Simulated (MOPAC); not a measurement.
MOPAC input (PM6):

```
PM6 FORCE THERMO(298,298) PRECISE LET CHARGE=-1 GEO-OK AUX(PRECISION=9) THREADS=1
C4H5

C     0.00725953 1   -0.72455562 1    0.72067252 1
C    -0.10781948 1    0.66162605 1    0.79963408 1
C     0.10919744 1   -0.79496141 1   -0.66700537 1
C    -0.00730904 1    0.72871155 1   -0.72480114 1
H     0.01490098 1   -1.47985362 1    1.47191735 1
H    -0.21613464 1    1.39338070 1    1.52434304 1
H     0.21718606 1   -1.51466543 1   -1.40375998 1
H     0.87528611 1    1.24586183 1   -1.10782958 1
H    -0.89887668 1    1.10559798 1   -1.23101310 1
```

Problem. Which zero-point energy does it print?

Solution. 43.15 kcal/mol, from the harmonic wavenumbers of PM6.
